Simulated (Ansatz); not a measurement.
AlH₅OSi (`[AlH2][O][SiH3]`), relaxed with RKS PBE0-D4/def2-TZVP in Ansatz from a PBE-D4/def2-SVP geometry. The force threshold is 0.005 eV/Å; the program also tests the step.

The species carries charge 0 and has multiplicity 1.

Start:

```xyz
8

Al   -0.009    1.555    1.111
O     0.016    0.164    0.112
Si    0.009   -1.190   -0.851
H     0.623    2.897    0.529
H    -0.663    1.420    2.558
H     1.259   -1.995   -0.614
H    -0.048   -0.801   -2.305
H    -1.187   -2.051   -0.539
```

Question: By how much does the energy fall, and how many steps does the optimiser take? (Best estimate.)

Answer: The calculation gave: 1.22 kcal/mol, in 3 steps.

Question: Which bonds change most? (Best estimate.)

Answer: Computed: O2–Si3 from 1.662 to 1.623 Å; Al1–O2 from 1.713 to 1.681 Å; Si3–H8 from 1.506 to 1.487 Å; Si3–H7 from 1.506 to 1.487 Å.

Question: Give the relaxed structure. (Estimate.)

Answer: Ansatz gave: 
```xyz
8

Al   -0.010    1.522    1.086
O     0.015    0.156    0.106
Si    0.009   -1.167   -0.834
H     0.617    2.854    0.515
H    -0.656    1.393    2.521
H     1.245   -1.961   -0.600
H    -0.048   -0.780   -2.270
H    -1.172   -2.016   -0.525
```
